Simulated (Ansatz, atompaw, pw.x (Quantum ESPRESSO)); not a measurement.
# tin (Sn) (diamond): variants of one PAW (atompaw) potential in the solid

* Element: tin
* Generator: atompaw 4.2.0.5
* Type: PAW
* Functional: PBE
* Relativity: scalar-relativistic
* Frozen core: [Kr] 4d10
* Valence charge: 4
* Reference configuration: 5s1.75 5p2.25
* Partial waves: 5s (bound): rc 2.40 bohr; 5s channel at -0.3 Ry: rc 2.40 bohr; 5p (bound): rc 2.90 bohr; 5p channel at 0.15 Ry: rc 2.90 bohr; 5d channel at 0.15 Ry: rc 2.85 bohr; 5d channel at 2.9 Ry: rc 2.90 bohr
* Local potential: bessel scheme, radius 2.00 bohr
* Core correction: smooth core density matched at 1.50 bohr
* Augmentation charge: sinc compensation charge, radius 2.75 bohr; PAW radius 2.90 bohr; waves and projectors: custom rrkj vanderbiltortho

Crystal test: diamond Sn in pw.x 7.5, no spin, 8³ k-points, Fermi–Dirac smearing 0.01 Ry, cutoffs set for each file from its atomic test. The reference is all-electron LAPW (Ansatz 0.2.0) with the same functional, mesh and smearing; V0 and B0 come from Birch–Murnaghan fits to the pressures at five volumes. Errors are pseudo minus all-electron; Δ is the rms difference of the E(V) curves that follow from these fits, minima aligned, over ±6 % about the mean V0. Mesh and smearing are coarse, so the numbers serve the comparison and aren't converged zero-temperature values; the lattice is a test structure that the element need not adopt.

All-electron: a0 = 6.661 Å (V0 = 36.95 Å³/atom), B0 = 35.1 GPa.

Base: The largest radius (2.90 bohr) exceeds half the bond length (2.72 bohr), so the spheres overlap, which is one possible source of error among others.

| change | cutoffs (Ry) | pw.x | a0 (Å) | a0 error (%) | B0 error (%) | Δ (meV/atom) | mean pressure error (GPa) |
| --- | --- | --- | --- | --- | --- | --- | --- |
| base | 40/400 | converged | 6.680 | +0.29 | -0.8 | 2.5 | +0.32 |
| wave 5d channel at 0.15 Ry: rc 2.85 bohr becomes 5d channel at -0.15 Ry: rc 2.85 bohr | 40/400 | converged | 6.691 | +0.45 | -1.5 | 3.9 | +0.50 |
| wave 5d channel at 0.15 Ry: rc 2.85 bohr becomes 5d channel at 0.06 Ry: rc 2.85 bohr | 40/400 | converged | 6.684 | +0.34 | -1.0 | 2.9 | +0.37 |
| wave 5d channel at 0.15 Ry: rc 2.85 bohr becomes 5d channel at 0.68 Ry: rc 2.85 bohr | 40/400 | converged | 6.664 | +0.04 | +0.4 | 0.3 | +0.04 |
| wave 5d channel at 0.15 Ry: rc 2.85 bohr becomes 5d channel at 2.28 Ry: rc 2.85 bohr | 40/400 | converged | 6.628 | -0.49 | +3.2 | 4.2 | -0.53 |
| wave 5d channel at 0.15 Ry: rc 2.85 bohr becomes 5d channel at 9.25 Ry: rc 2.85 bohr | 40/400 | converged | 6.551 | -1.65 | +10.6 | 14.5 | -1.75 |
